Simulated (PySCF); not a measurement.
Molecule: SMILES C#CCC=O, C4H4O.

Atoms are numbered as in `[CH:1]#[C:2][CH2:3][CH:4]=[O:5]`; H(Xn) means a hydrogen on atom n.

Geometry PBE0-D3(BJ)/def2-SVP throughout; GIAO in PySCF, gas phase, one conformer, non-relativistic; equivalent atoms averaged; functional PBE0.

(1) How do the shifts δ (against TMS, H2O at the same level) depend on the basis set? (ppm; last column core-seconds on 1 thread of an Arm Neoverse V1, shared host)

(2) Which nucleus moves most, in ppm?

(3) Taking the largest basis, pcSseg-2 (236 functions), as the yardstick, rank the others by their worst heavy-atom deviation.

Answers

(1) 
```csv
basis set,functions,C4,C1,C2,C3,O5,H(C4),H(C3),H(C1),core-s
STO-3G,29,130.0,68.1,61.3,30.3,608.5,9.56,2.69,2.65,2.3
6-31G,53,191.0,72.9,72.1,35.8,679.6,10.62,3.17,2.26,4.3
pcSseg-0,53,212.7,86.3,82.4,38.3,796.2,10.31,3.27,2.41,2.8
6-31G*,78,184.5,70.3,67.6,33.3,625.8,9.74,2.83,1.95,5.5
def2-SVP,90,189.8,73.4,72.6,32.7,667.7,9.30,2.76,1.86,5.7
cc-pVDZ,90,190.0,73.9,73.3,35.3,665.6,9.61,2.87,1.93,4.8
pcSseg-1,105,199.2,80.3,78.7,36.3,711.3,9.57,2.98,2.21,5.8
aug-cc-pVDZ,151,193.6,70.9,72.8,35.8,636.3,10.06,3.18,2.11,9.4
"6-311+G(2d,p)",159,198.3,77.8,78.7,36.0,667.0,9.98,3.09,2.06,14
def2-TZVP,179,199.7,77.4,78.9,36.7,680.6,9.91,3.04,2.05,16
cc-pVTZ,206,197.8,77.5,78.1,36.1,681.6,9.84,3.05,1.97,14
IGLO-III,215,204.3,79.7,80.4,37.4,686.1,9.94,3.13,2.09,14
pcSseg-2,236,205.7,80.8,81.4,37.7,690.0,9.87,3.06,2.03,25
```

(2) O5 (aldehyde oxygen): from 608.5 ppm with STO-3G to 796.2 ppm with pcSseg-0. The smallest spread is 0.58 ppm, at H(C3). Proton shifts span only some 12 ppm, so a few tenths of a ppm matter as much there as several ppm in carbon.

(3) IGLO-III 3.9 ppm (215 functions), cc-pVTZ 8.3 ppm (206 functions), def2-TZVP 9.4 ppm (179 functions), 6-31G 14.7 ppm (53 functions), pcSseg-1 21.3 ppm (105 functions), def2-SVP 22.2 ppm (90 functions), 6-311+G(2d,p) 22.9 ppm (159 functions), cc-pVDZ 24.4 ppm (90 functions), aug-cc-pVDZ 53.6 ppm (151 functions), 6-31G* 64.2 ppm (78 functions), STO-3G 81.5 ppm (29 functions), pcSseg-0 106.2 ppm (53 functions).

A small basis that lands close on one nucleus may do so by chance; judge by the trend and by all nuclei.
